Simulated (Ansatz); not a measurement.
# Nickel, fcc under revPBE: ground state and equation of state

Aim: take nickel in the fcc structure, relax it, solve it on a dense k-mesh, switch on spin-orbit coupling, then scale the cell to 7 volumes from 88 to 112 % of the relaxed one and try a fit of the equation of state. The start is antiferromagnetic (type I, layers along [001]). The k-meshes are 13×13×9 for the relaxation; 20×20×15 for the dense run; 12×12×9 for spin-orbit coupling; 20×20×15 for the volumes. The starting cell is the deposited one, from the Crystallography Open Database.

Program: Ansatz 0.2.0. Level of theory: DFT revPBE, plane waves (420 eV) with PAW, scalar-relativistic; PAW files made under PBE, frozen cores solved again for the functional. These are calculated values, not measurements.

### 1 The structure to begin with

The structure is cubic, space group Fm-3m (No. 225). Conventional cell: a = 3.524 Å, b = 3.524 Å, c = 3.524 Å, α = 90.00°, β = 90.00°, γ = 90.00°. Ni (site symmetry m-3m) is surrounded by 12 Ni at 2.49 Å.

Coordinates:

```cif
data_structure
_symmetry_space_group_name_H-M 'P 1'
_symmetry_Int_Tables_number 1
_cell_length_a 2.4918
_cell_length_b 2.4918
_cell_length_c 3.5239
_cell_angle_alpha 90.000
_cell_angle_beta 90.000
_cell_angle_gamma 90.000
_cell_volume 21.88
loop_
_atom_site_label
_atom_site_type_symbol
_atom_site_fract_x
_atom_site_fract_y
_atom_site_fract_z
_atom_site_occupancy
Ni1 Ni 0.00000 0.00000 0.00000 1
Ni2 Ni 0.50000 0.50000 0.50000 1
```

The atoms start with moments of +0.8, -0.8 μB.

### 2 Relaxing cell and atoms

Input file input.yaml:

```yaml
crystal:
  lattice:
    - [2.4917594441, 0.0, 0.0]
    - [0.0, 2.4917594441, 0.0]
    - [0.0, 0.0, 3.52388]
  atoms:
    - { symbol: Ni, position: [0.0, 0.0, 0.0], spin: 0.8 }
    - { symbol: Ni, position: [0.5, 0.5, 0.5], spin: -0.8 }
hamiltonian:
  xc: revpbe
  pseudopotentials:
    kind: paw
    azcp:
      Ni: "pseudopotentials/Ni.paw.azcp"
basis:
  ecutwfc: 420
  fft_grid_basis: typed
kpoints:
  mp_grid: { grid: [13, 13, 9], shift: [0, 0, 0] }
magnetization:
  spin_polarized: true
scf:
  occupations: { method: fermi_dirac, width: 0.05 }
relax:
  max_steps: 60
  f_tol: 0.01
  cell: {}
```

After this run come: Dense single point; With spin-orbit coupling; At 88 % of the relaxed volume; At 92 % of the relaxed volume; At 96 % of the relaxed volume; At 100 % of the relaxed volume; At 104 % of the relaxed volume; At 108 % of the relaxed volume; At 112 % of the relaxed volume.

Before running it: what results should come out? Wanted: space group; conventional cell; volume; shortest distance; gap on the mesh; magnetic state; magnetic state with spin-orbit coupling; V₀, B₀, B₀′.

The runs gave:

| quantity | value |
| --- | --- |
| space group (spins left aside) | Fm-3m (No. 225) |
| conventional cell | a = 3.537 Å |
| volume | 11.059 Å³/atom |
| shortest distance | 2.501 Å |
| gap on the mesh | none (levels filled in part) |
| magnetic state | ferromagnetic, up to 0.69 μB per atom |
| magnetic state with spin-orbit coupling | ferromagnetic, up to 0.68 μB per atom |
| V₀, B₀, B₀′ | 11.113 Å³/atom, 185 GPa, 5.0 |

The cell was relaxed in another magnetic state than the dense run ends in, so its volume isn't set against the deposited one; the fit puts V₀ +1.6 % from it. The final state is ferromagnetic (largest moment 0.69 μB). That is not the order it started in. No gap shows: it is a metal or semimetal at this level. The spin-orbit run (on a coarser mesh) has the same spin moments. Totals with and without spin-orbit coupling (-0.31 eV/atom apart) can't be read as binding, since the two-component data shift the zero of energy. The fitted modulus is 185 GPa.
